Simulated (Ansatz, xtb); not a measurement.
# Relaxing a trial structure of CH4BO

The starting geometry of this gas-phase doublet was built from a drawn formula by distance geometry and a force field; its bonds are those of `BC[O]`.

```xyz
7

C    -0.4929    1.6733   -0.9412
B    -0.1868    2.2014    0.5178
O    -0.4724    0.2561   -0.9231
H    -0.9857    2.8498    1.1013
H     0.8516    1.9668    1.0738
H     0.3178    2.0759   -1.6250
H    -1.4504    2.0056   -1.2364
```

**Question.** Predict what it relaxes into with r2SCAN-D4/def2-SVP.

**Answer.** It rearranges, giving a structure given below by its coordinates. Distances that change by over a tenth: C1–O3 (1.42 → 1.19 Å). Contacts that open: C1–H6 (1.13 → 1.86 Å). Contacts that close: B2–H6 (2.20 → 1.26 Å).

The energy falls by 0.76 eV over 19 steps:

```json
{"step": "1", "E − E(last) (eV)": "0.764"}
{"step": "3", "E − E(last) (eV)": "0.479"}
{"step": "5", "E − E(last) (eV)": "0.384"}
{"step": "7", "E − E(last) (eV)": "0.254"}
{"step": "9", "E − E(last) (eV)": "0.173"}
{"step": "11", "E − E(last) (eV)": "0.092"}
{"step": "13", "E − E(last) (eV)": "0.035"}
{"step": "15", "E − E(last) (eV)": "0.009"}
{"step": "17", "E − E(last) (eV)": "0.000"}
{"step": "19", "E − E(last) (eV)": "0.000"}
```

Final geometry (Å):

```yaml
atoms:
  - { symbol: C, position_ang: [-0.7490, 1.2932, -0.8211] }
  - { symbol: B, position_ang: [-0.0212, 2.2964, 0.2883] }
  - { symbol: O, position_ang: [-0.3987, 0.1872, -1.1006] }
  - { symbol: H, position_ang: [-0.8495, 3.0711, 0.7124] }
  - { symbol: H, position_ang: [0.7465, 1.7006, 1.0026] }
  - { symbol: H, position_ang: [0.4752, 2.6911, -0.7976] }
  - { symbol: H, position_ang: [-1.6222, 1.7893, -1.3168] }
```

From the same start GFN2-xTB ends elsewhere, differing in C1–H6 (1.08 against 1.86 Å here), B2–O3 (1.43 against 2.55 Å here), B2–H6 (2.49 against 1.26 Å here).

No frequencies were run, so the end isn't proven a minimum. Open shells are spin-unrestricted. Run with Ansatz 0.2.0, 3.6 min on 1 thread of AMD EPYC (Zen 3), on a shared host.
